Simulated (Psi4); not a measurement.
**One shape, several levels: AlNH6 (Al(NH3)H3)**

We compute a comparison of 4 runs (HF/def2-SVP, PBE0/def2-SVP, PBE0-2/aug-cc-pV(T+d)Z, CCSD/cc-pV(D+d)Z) of AlNH6 (Al(NH3)H3). 

Program for the calculation: Psi4 1.11.

2 further runs of the same task are left out: 2 that didn't finish.

## Step 1: The molecule

AlNH6: 8 atoms, total charge 0, spin state singlet. As SMILES, `[H][Al]([H])([H])<-[NH3]`. The shape comes from GFN2-xTB, which is rough for such elements, and wasn't checked as a minimum.

Bond lengths: Al1–N2 2.053 Å, N2–H3 1.017 Å, N2–H4 1.018 Å, N2–H5 1.018 Å, Al1–H6 1.570 Å, Al1–H7 1.570 Å, Al1–H8 1.571 Å. Some angles: Al1–N2–H3 110.9°, Al1–N2–H4 110.3°, Al1–N2–H5 110.8°, N2–Al1–H6 97.7°, N2–Al1–H7 97.7°, N2–Al1–H8 97.9°, H3–N2–H4 108.2°, H3–N2–H5 108.3°, H4–N2–H5 108.2°, H6–Al1–H7 118.1°.

## Step 2: Energy and forces at HF/def2-SVP (run 1)

File input.json:

```json
{
 "schema_name": "qcschema_input",
 "schema_version": 1,
 "molecule": {
  "schema_name": "qcschema_molecule",
  "schema_version": 2,
  "symbols": ["Al", "N", "H", "H", "H", "H", "H", "H"],
  "geometry": [-0.00606602, 0.0062361, -2.04394667, 0.00249444, -0.00959981, 1.8353776, -1.79096904, 0.05982873, 2.52505205, 0.96374143, 1.51501233, 2.50708075, 0.84843034, -1.59963427, 2.51002873, 2.93370532, -0.04767779, -2.44645834, -1.42445666, 2.58418158, -2.42788233, -1.52686091, -2.50832797, -2.45925178],
  "molecular_charge": 0,
  "molecular_multiplicity": 1,
  "fix_symmetry": "c1",
  "fix_com": true,
  "fix_orientation": true
 },
 "driver": "gradient",
 "model": {
  "method": "hf",
  "basis": "def2-SVP"
 },
 "keywords": {
  "puream": true,
  "e_convergence": 1e-09,
  "d_convergence": 1e-08,
  "scf_type": "pk",
  "scf_properties": ["DIPOLE", "QUADRUPOLE", "LOWDIN_CHARGES"]
 }
}
```

Launch:

```
$ psi4 --qcschema input.json -n 1 --memory 1600MB
```

stdout:

```text
[...]
  Running in c1 symmetry.
[...]
  Nuclear repulsion =   62.584948870546114
[...]
  Multiplicity = 1
[...]
  Nalpha       = 13
  Nbeta        = 13
[...]
    Number of basis functions: 62
[...]
   @RHF iter   1:  -299.68813252702540   -6.72887e-01   5.19534e-03 DIIS/ADIIS
[...]
   @RHF iter   9:  -299.75168040816868   -1.64846e-11   8.55127e-09 DIIS
[...]
    Orbital Energies [Eh]
    ---------------------
    Doubly Occupied:
       1A    -58.390245     2A    -15.641533     3A     -4.827645
       4A     -3.146360     5A     -3.144541     6A     -3.144537
       7A     -1.225356     8A     -0.724181     9A     -0.723869
      10A     -0.616324    11A     -0.476230    12A     -0.390447
      13A     -0.390435
[...]
  @RHF Final Energy:  -299.75168040816868
   => Energetics <=
    Nuclear Repulsion Energy =             62.5849488705461141
    One-Electron Energy =                -538.9898504282823524
    Two-Electron Energy =                 176.6532211495675995
    Total Energy =                       -299.7516804081686814
[...]
 Multipole Moments:
 ------------------------------------------------------------------------------------
     Multipole            Electronic (a.u.)      Nuclear  (a.u.)        Total (a.u.)
 ------------------------------------------------------------------------------------
 L = 1.  Multiply by 2.5417464519 to convert [e a0] to [Debye]
 Dipole X            :          0.0631397           -0.0578067            0.0053330
 Dipole Y            :         -0.0253212            0.0172532           -0.0080679
 Dipole Z            :         15.6639175          -13.5150944            2.1488231
 Magnitude           :                                                    2.1488448
 L = 2.  Multiply by 1.3450342976 to convert [e a0^2] to [Debye ang]
 Quadrupole XX       :        -37.0344860           17.8237315          -19.2107545
 Quadrupole XY       :         -0.0077065            0.0040318           -0.0036747
[...]
  -Total Gradient:
     Atom            X                  Y                   Z
    ------   -----------------  -----------------  -----------------
       1        0.000065496478     0.000162718705    -0.003822398432
       2       -0.000416425849    -0.000283147492    -0.012829817290
       3       -0.008842962693     0.000499024844     0.001662265657
       4        0.004859781220     0.007798891846     0.001495759923
       5        0.004329297636    -0.008041021481     0.001607372348
       6       -0.008377220108     0.000184375449     0.003981608587
       7        0.004081218334    -0.007405778362     0.003928853432
       8        0.004300814982     0.007084936490     0.003976355777
[...]
```

The result, in JSON:

```text
{
 "driver": "gradient",
 "model": {
  "method": "hf",
  "basis": "def2-SVP"
 },
 "success": true,
 "return_result": [6.549647774817888e-05, 0.00016271870548270666, -0.00382239843226017, -0.0004164258488661425, -0.0002831474917652044, -0.012829817290103573, -0.008842962692972967, 0.0004990248435477254, 0.0016622656569265093, 0.004859781220056952, 0.0077988918464388934, 0.0014957599227224672, 0.004329297636050777, -0.008041021480641397, 0.0016073723478131907, -0.008377220107750327, 0.00018437544883062205, 0.003981608586567636, 0.004081218333934239, -0.007405778361891352, 0.003928853431810077, 0.004300814981813839, 0.007084936489986135, 0.003976355777375169],
 "properties": {
  "calcinfo_nbasis": 62,
  "calcinfo_nmo": 62,
  "calcinfo_nalpha": 13,
  "calcinfo_nbeta": 13,
  "calcinfo_natom": 8,
  "nuclear_repulsion_energy": 62.584948870546114,
  "return_energy": -299.7516804081687,
  "return_gradient": [6.549647774817888e-05, 0.00016271870548270666, -0.00382239843226017, -0.0004164258488661425, -0.0002831474917652044, -0.012829817290103573, -0.008842962692972967, 0.0004990248435477254, 0.0016622656569265093, 0.004859781220056952, 0.0077988918464388934, 0.0014957599227224672, 0.004329297636050777, -0.008041021480641397, 0.0016073723478131907, -0.008377220107750327, 0.00018437544883062205, 0.003981608586567636, 0.004081218333934239, -0.007405778361891352, 0.003928853431810077, 0.004300814981813839, 0.007084936489986135, 0.003976355777375169],
  "scf_one_electron_energy": -538.9898504282824,
  "scf_two_electron_energy": 176.6532211495676,
  "scf_dipole_moment": [0.005332970060857867, -0.008067940161984088, 2.1488230835053326],
  "scf_total_energy": -299.7516804081687,
  "scf_total_gradient": [6.549647774817888e-05, 0.00016271870548270666, -0.00382239843226017, -0.0004164258488661425, -0.0002831474917652044, -0.012829817290103573, -0.008842962692972967, 0.0004990248435477254, 0.0016622656569265093, 0.004859781220056952, 0.0077988918464388934, 0.0014957599227224672, 0.004329297636050777, -0.008041021480641397, 0.0016073723478131907, -0.008377220107750327, 0.00018437544883062205, 0.003981608586567636, 0.004081218333934239, -0.007405778361891352, 0.003928853431810077, 0.004300814981813839, 0.007084936489986135, 0.003976355777375169],
  "scf_iterations": 9
 }
}
```

Wall time 5.1 s (1 thread of AMD EPYC 7R43 (Zen 3), shared host); peak memory 0.2 GiB.

## Step 3: Energy and gradient at PBE0/def2-SVP (run 2)

File alh6n.json:

```json
{
  "schema_name": "qcschema_input",
  "schema_version": 1,
  "molecule": {
    "schema_name": "qcschema_molecule",
    "schema_version": 2,
    "symbols": ["Al", "N", "H", "H", "H", "H", "H", "H"],
    "geometry": [-0.00606602, 0.0062361, -2.04394667, 0.00249444, -0.00959981, 1.8353776, -1.79096904, 0.05982873, 2.52505205, 0.96374143, 1.51501233, 2.50708075, 0.84843034, -1.59963427, 2.51002873, 2.93370532, -0.04767779, -2.44645834, -1.42445666, 2.58418158, -2.42788233, -1.52686091, -2.50832797, -2.45925178],
    "molecular_charge": 0,
    "molecular_multiplicity": 1,
    "fix_symmetry": "c1",
    "fix_com": true,
    "fix_orientation": true
  },
  "driver": "gradient",
  "model": {
    "method": "pbe0",
    "basis": "def2-SVP"
  },
  "keywords": {
    "puream": true,
    "e_convergence": 1e-09,
    "d_convergence": 1e-08,
    "scf_type": "pk",
    "dft_radial_points": 99,
    "dft_spherical_points": 590,
    "scf_properties": ["WIBERG_LOWDIN_INDICES", "MULLIKEN_CHARGES", "DIPOLE"]
  }
}
```

Launch:

```
$ psi4 --qcschema alh6n.json -n 1 --memory 1600MB
```

stdout:

```text
[...]
  Running in c1 symmetry.
[...]
  Nuclear repulsion =   62.584948870546114
[...]
  Multiplicity = 1
[...]
  Nalpha       = 13
  Nbeta        = 13
[...]
    Number of basis functions: 62
[...]
   @RKS iter   1:  -300.33025850119782   -3.87978e-01   9.32491e-03 DIIS/ADIIS
[...]
   @RKS iter   9:  -300.48785130771421   -3.18323e-12   2.74439e-09 DIIS
[...]
    Orbital Energies [Eh]
    ---------------------
    Doubly Occupied:
       1A    -56.081714     2A    -14.466014     3A     -4.120244
       4A     -2.655690     5A     -2.650510     6A     -2.650503
       7A     -0.957615     8A     -0.564226     9A     -0.563962
      10A     -0.459081    11A     -0.342969    12A     -0.272140
      13A     -0.272129
[...]
  @RKS Final Energy:  -300.48785130771421
   => Energetics <=
    Nuclear Repulsion Energy =             62.5849488705461141
    One-Electron Energy =                -539.1937330122915455
    Two-Electron Energy =                 197.0118176422462568
    DFT Exchange-Correlation Energy =     -20.8908848082150520
    Empirical Dispersion Energy =           0.0000000000000000
    VV10 Nonlocal Energy =                  0.0000000000000000
    Total Energy =                       -300.4878513077142657
[...]
 Multipole Moments:
 ------------------------------------------------------------------------------------
     Multipole            Electronic (a.u.)      Nuclear  (a.u.)        Total (a.u.)
 ------------------------------------------------------------------------------------
 L = 1.  Multiply by 2.5417464519 to convert [e a0] to [Debye]
 Dipole X            :          0.0632085           -0.0578067            0.0054018
 Dipole Y            :         -0.0251819            0.0172532           -0.0079287
 Dipole Z            :         15.6592268          -13.5150944            2.1441324
 Magnitude           :                                                    2.1441539
[...]
  Mulliken Charges: (a.u.)
   Center  Symbol    Alpha    Beta     Spin     Total
       1    AL     6.30902  6.30902  0.00000  0.38196
       2     N     3.61829  3.61829  0.00000 -0.23657
       3     H     0.41564  0.41564  0.00000  0.16873
       4     H     0.41554  0.41554  0.00000  0.16892
       5     H     0.41555  0.41555  0.00000  0.16890
       6     H     0.60874  0.60874  0.00000 -0.21748
       7     H     0.60870  0.60870  0.00000 -0.21741
       8     H     0.60852  0.60852  0.00000 -0.21705
   Total alpha = 13.00000, Total beta = 13.00000, Total charge =  0.00000
[...]
  -Total Gradient:
     Atom            X                  Y                   Z
    ------   -----------------  -----------------  -----------------
       1        0.000064038902     0.000165961760    -0.004226442225
       2       -0.000319976843    -0.000239529585     0.001395136406
       3        0.001880575158     0.000064520003    -0.002217424777
       4       -0.000881839671    -0.001322047390    -0.002259249922
       5       -0.000740987770     0.001460965970    -0.002175532196
       6       -0.009741203001     0.000207793700     0.003176936937
       7        0.004731109122    -0.008596903658     0.003117037112
       8        0.005008211082     0.008259044356     0.003188739618
[...]
```

The result, in JSON:

```text
{
 "driver": "gradient",
 "model": {
  "method": "pbe0",
  "basis": "def2-SVP"
 },
 "success": true,
 "return_result": [6.403890206941347e-05, 0.00016596176042865183, -0.004226442225483885, -0.00031997684263374666, -0.00023952958542013364, 0.0013951364064286043, 0.0018805751575859675, 6.452000306300491e-05, -0.002217424776641941, -0.0008818396708638321, -0.001322047389546388, -0.0022592499217982676, -0.0007409877695273015, 0.0014609659698290867, -0.0021755321959895935, -0.009741203001387963, 0.000207793700347119, 0.003176936937262124, 0.0047311091215511, -0.008596903658205507, 0.003117037112445189, 0.005008211081573004, 0.008259044355636194, 0.0031887396175045383],
 "properties": {
  "calcinfo_nbasis": 62,
  "calcinfo_nmo": 62,
  "calcinfo_nalpha": 13,
  "calcinfo_nbeta": 13,
  "calcinfo_natom": 8,
  "nuclear_repulsion_energy": 62.584948870546114,
  "return_energy": -300.4878513077142,
  "return_gradient": [6.403890206941347e-05, 0.00016596176042865183, -0.004226442225483885, -0.00031997684263374666, -0.00023952958542013364, 0.0013951364064286043, 0.0018805751575859675, 6.452000306300491e-05, -0.002217424776641941, -0.0008818396708638321, -0.001322047389546388, -0.0022592499217982676, -0.0007409877695273015, 0.0014609659698290867, -0.0021755321959895935, -0.009741203001387963, 0.000207793700347119, 0.003176936937262124, 0.0047311091215511, -0.008596903658205507, 0.003117037112445189, 0.005008211081573004, 0.008259044355636194, 0.0031887396175045383],
  "scf_one_electron_energy": -539.1937330122915,
  "scf_two_electron_energy": 197.01181764224626,
  "scf_xc_energy": -20.890884808215052,
  "scf_dipole_moment": [0.005401775933363662, -0.007928688256074734, 2.144132414046789],
  "scf_total_energy": -300.4878513077142,
  "scf_total_gradient": [6.403890206941347e-05, 0.00016596176042865183, -0.004226442225483885, -0.00031997684263374666, -0.00023952958542013364, 0.0013951364064286043, 0.0018805751575859675, 6.452000306300491e-05, -0.002217424776641941, -0.0008818396708638321, -0.001322047389546388, -0.0022592499217982676, -0.0007409877695273015, 0.0014609659698290867, -0.0021755321959895935, -0.009741203001387963, 0.000207793700347119, 0.003176936937262124, 0.0047311091215511, -0.008596903658205507, 0.003117037112445189, 0.005008211081573004, 0.008259044355636194, 0.0031887396175045383],
  "scf_iterations": 9
 }
}
```

Run time: 20 s. Hardware: 1 thread of AMD EPYC 7R43 (Zen 3), shared host; peak memory 0.98 GiB.

## Step 4: A single-point energy at PBE0-2/aug-cc-pV(T+d)Z (density fitting, density fitting for correlation) (run 3)

File job.inp:

```
memory 1.6 GB

molecule {
  Al    -0.003210     0.003300    -1.081610
  N      0.001320    -0.005080     0.971240
  H     -0.947740     0.031660     1.336200
  H      0.509990     0.801710     1.326690
  H      0.448970    -0.846490     1.328250
  H      1.552450    -0.025230    -1.294610
  H     -0.753790     1.367490    -1.284780
  H     -0.807980    -1.327350    -1.301380
}

set basis aug-cc-pV(T+d)Z
set reference rks
set level_shift 0.5
set maxiter 50

result, w = energy('pbe0-2', return_wfn=True)
```

Launch:

```
$ psi4 -i job.inp -o job.out -n 1
```

job.out:

```text
[...]
  Running in c1 symmetry.
[...]
  Nuclear repulsion =   62.584948828071589
[...]
  Multiplicity = 1
[...]
  Nalpha       = 13
  Nbeta        = 13
[...]
    Number of basis functions: 239
[...]
   @DF-RKS iter   1:  -300.19500982667438   -6.36576e-01   2.02710e-03 DIIS/ADIIS
[...]
   @DF-RKS iter   7:  -300.30215507708931   -5.38403e-08   1.71811e-07 DIIS
[...]
    Orbital Energies [Eh]
    ---------------------
    Doubly Occupied:
       1A    -57.774245     2A    -15.312230     3A     -4.640217
       4A     -3.014602     5A     -3.012100     6A     -3.012095
       7A     -1.170606     8A     -0.684588     9A     -0.684283
      10A     -0.578774    11A     -0.447622    12A     -0.365530
      13A     -0.365519
[...]
  @DF-RKS Final Energy:  -300.30215507708931
   => Energetics <=
    Nuclear Repulsion Energy =             62.5849488280715889
    One-Electron Energy =                -539.4354927204672094
    Two-Electron Energy =                 182.4987081454271163
    DFT Exchange-Correlation Energy =      -5.9503193301207338
    Empirical Dispersion Energy =           0.0000000000000000
    VV10 Nonlocal Energy =                  0.0000000000000000
    Total Energy =                       -300.3021550770892532
[...]
 Multipole Moments:
 ------------------------------------------------------------------------------------
     Multipole            Electronic (a.u.)      Nuclear  (a.u.)        Total (a.u.)
 ------------------------------------------------------------------------------------
 L = 1.  Multiply by 2.5417464519 to convert [e a0] to [Debye]
 Dipole X            :         -0.0063574            0.0113634            0.0050059
 Dipole Y            :         -0.0043150           -0.0033348           -0.0076498
 Dipole Z            :         -0.6149668            2.6480960            2.0331292
 Magnitude           :                                                    2.0331498
[...]
```

It took 38 s on 1 thread of AMD EPYC 7R43 (Zen 3), shared host; peak memory 1.1 GiB.

## Step 5: The energy at CCSD/cc-pV(D+d)Z (density fitting, density fitting for correlation) (run 4)

File alh6n.inp:

```
memory 1.6 GB

molecule {
  0 1
  Al    -0.003210     0.003300    -1.081610
  N      0.001320    -0.005080     0.971240
  H     -0.947740     0.031660     1.336200
  H      0.509990     0.801710     1.326690
  H      0.448970    -0.846490     1.328250
  H      1.552450    -0.025230    -1.294610
  H     -0.753790     1.367490    -1.284780
  H     -0.807980    -1.327350    -1.301380
  no_reorient
  no_com
}

set {
  scf_type df
  freeze_core true
  cc_type df
}

E, wfn = energy("ccsd/cc-pV(D+d)Z", return_wfn=True)
```

Launch:

```
$ psi4 -i alh6n.inp -o alh6n.out -n 1
```

alh6n.out:

```text
[...]
  Running in c1 symmetry.
[...]
  Nuclear repulsion =   62.584948828071589
[...]
  Multiplicity = 1
[...]
  Nalpha       = 13
  Nbeta        = 13
[...]
    Number of basis functions: 67
[...]
   @DF-RHF iter   1:  -299.81097959895845   -6.91917e-01   4.88654e-03 ADIIS/DIIS
[...]
   @DF-RHF iter  10:  -299.87645388133046   -4.54747e-13   2.28454e-09 DIIS
[...]
    Orbital Energies [Eh]
    ---------------------
    Doubly Occupied:
       1A    -58.413464     2A    -15.641966     3A     -4.830840
       4A     -3.146405     5A     -3.144078     6A     -3.144073
       7A     -1.236704     8A     -0.719074     9A     -0.718760
      10A     -0.613633    11A     -0.475440    12A     -0.389903
      13A     -0.389893
[...]
  @DF-RHF Final Energy:  -299.87645388133046
   => Energetics <=
    Nuclear Repulsion Energy =             62.5849488280715889
    One-Electron Energy =                -539.1943395395560401
    Two-Electron Energy =                 176.7329368301540171
    Total Energy =                       -299.8764538813304625
[...]
 Multipole Moments:
 ------------------------------------------------------------------------------------
     Multipole            Electronic (a.u.)      Nuclear  (a.u.)        Total (a.u.)
 ------------------------------------------------------------------------------------
 L = 1.  Multiply by 2.5417464519 to convert [e a0] to [Debye]
 Dipole X            :          0.0630703           -0.0578067            0.0052635
 Dipole Y            :         -0.0250393            0.0172532           -0.0077861
 Dipole Z            :         15.6126411          -13.5150945            2.0975466
 Magnitude           :                                                    2.0975677
[...]
      * MP2 total energy:                  -300.147312595515
[...]
      * CCSD total energy:                 -300.186162362793
[...]
```

Wall time 8.7 s (1 thread of AMD EPYC 7R43 (Zen 3), shared host); peak memory 0.29 GiB.

## Step 6: All runs side by side

| run | level | integration grid | task | energy (Eh) | HOMO energy (eV) | LUMO energy (eV) | HOMO–LUMO gap (eV) | wall time |
| --- | --- | --- | --- | --- | --- | --- | --- | --- |
| 1 | HF/def2-SVP | – | gradient | -299.751680 | -10.62 | 3.05 | 13.68 | 5.1 s |
| 2 | PBE0/def2-SVP | 99 radial × 590 angular | gradient | -300.487851 | -7.41 | 0.14 | 7.55 | 20 s |
| 3 | PBE0-2/aug-cc-pV(T+d)Z (density fitting, density fitting for correlation) | 75 radial × 302 angular | energy | -300.553447 | -9.95 | 0.12 | 10.07 | 38 s |
| 4 | CCSD/cc-pV(D+d)Z (density fitting, density fitting for correlation) | – | energy | -300.186162 | -10.61 | 2.98 | 13.59 | 8.7 s |

## Step 7: Results

```
                                          quantity          value
                               run 4: total energy  -300.18616 Eh
        run 4: HOMO energy (Hartree–Fock orbitals)      -10.61 eV
        run 4: LUMO energy (Hartree–Fock orbitals)        2.98 eV
      run 4: HOMO–LUMO gap (Hartree–Fock orbitals)       13.59 eV
run 4: correlation energy (6 core orbitals frozen)     -309.7 mEh
                              run 4: T1 diagnostic          0.008
```

Over runs 1, 2, 3 the HOMO–LUMO gap runs from 7.55 eV (PBE0/def2-SVP) to 13.68 eV (HF/def2-SVP). Exact exchange widens orbital gaps. Totals of different functionals can't be ranked against each other. All runs together took 71 s, the longest 38 s.
